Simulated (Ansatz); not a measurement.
# C3H4Cl: vertical spin-state energies

Which spin state of C3H4Cl lies lowest at this geometry? Aim: vertical spin-state energies, for C3H4Cl, run from a script.

Computed with Ansatz 0.2.0 through its Python package. Level of theory: MP2/pcseg-2.

**1. Starting point**

Bond lengths: Cl1–C2 1.786 Å, C2–C3 1.521 Å, C2–C4 1.521 Å, C3–C4 1.513 Å, C3–H5 1.110 Å, C3–H6 1.111 Å, C4–H7 1.111 Å, C4–H8 1.110 Å. Angles (14 of 15 angles, heavy atoms first): Cl1–C2–C3 110.9°, Cl1–C2–C4 110.9°, C3–C2–C4 59.7°, C2–C3–C4 60.2°, C2–C4–C3 60.2°, C2–C3–H5 114.1°, C2–C3–H6 116.3°, C4–C3–H5 113.8°, C4–C3–H6 114.2°, C2–C4–H7 116.3°, C2–C4–H8 114.1°, C3–C4–H7 114.2°, C3–C4–H8 113.8°, H5–C3–H6 122.5°.

The script holds or builds the structure itself.

**2. Script**

c3h4cl_spin.py reads:

```python
"""Gap between spin states of C3H4Cl at one geometry."""

import ansatz

BASIS = "pcseg-2"
LEVEL = "MP2"

GEOMETRY = """
Cl    2.09540   -0.67750    0.58330
C     0.85500   -0.17770   -0.60090
C    -0.11060    0.82330    0.01550
C    -0.53020   -0.62080   -0.15440
H    -0.57620    1.51400   -0.71810
H     0.09130    1.11830    1.06780
H    -0.58080   -1.19530    0.79550
H    -1.24400   -0.78430   -0.98860
"""

system = ansatz.Crystal.molecule()
for line in GEOMETRY.strip().splitlines():
    symbol, *xyz = line.split()
    system = system.atom(symbol, [float(v) for v in xyz])

job = (
    system.calculation()
    .basis(gaussian=BASIS)  # atom-centred Gaussian functions
    .correlation(LEVEL)  # correlation on top of the mean field
)
found = {}
for unpaired in [1, 3]:
    r = job.spin("collinear", total=unpaired).run(threads=1).report
    s = unpaired / 2
    found[unpaired] = r["free_energy_ev"]
    print(f"2S+1 = {unpaired + 1}: E = {found[unpaired]:.5f} eV, <S^2> = {abs(r['mean_field']['state']['spin_squared']):.3f} (pure state {s * (s + 1):.2f})")
lowest = min(found, key=found.get)
for unpaired, e in found.items():
    print(f"multiplicity {unpaired + 1}: {(e - found[lowest]):.3f} eV above the lowest")
```

**3. The input behind the calls**

The package turns the script's settings into the engine's input (first run):

```yaml
crystal:
  periodic: [false, false, false]
  atoms:
    - { symbol: Cl, position_ang: [2.0954, -0.6775, 0.5833] }
    - { symbol: C, position_ang: [0.855, -0.1777, -0.6009] }
    - { symbol: C, position_ang: [-0.1106, 0.8233, 0.0155] }
    - { symbol: C, position_ang: [-0.5302, -0.6208, -0.1544] }
    - { symbol: H, position_ang: [-0.5762, 1.514, -0.7181] }
    - { symbol: H, position_ang: [0.0913, 1.1183, 1.0678] }
    - { symbol: H, position_ang: [-0.5808, -1.1953, 0.7955] }
    - { symbol: H, position_ang: [-1.244, -0.7843, -0.9886] }
basis:
  gaussian:
    orbitals: pcseg-2
magnetization:
  spin_polarized: true
  initial_magnetization: 1.0
correlation:
  method: mp2
```

**4. Running it**

Run with:

```console
$ python c3h4cl_spin.py
```

**Question.** Which spin state is lowest at this geometry, and how far above lie the others?

**Answer**, as computed:

```
        quantity             value
   runs compared                 2
          lowest  run 1 (2S+1 = 2)
next above it by          6.326 eV
```

**Reading.** In order: multiplicity 2 (+0.00 eV) and multiplicity 4 (+6.33 eV), all at the one geometry. Reading the output:
- The geometry is a force-field or estimated start, not a minimum of this method, and the basis set is short of its limit. All parts are taken at fixed geometry, without zero-point energy.
- The run takes the species as open-shell (spin multiplicity 2), which needn't be its ground state.
- S² is that of the Hartree-Fock reference.
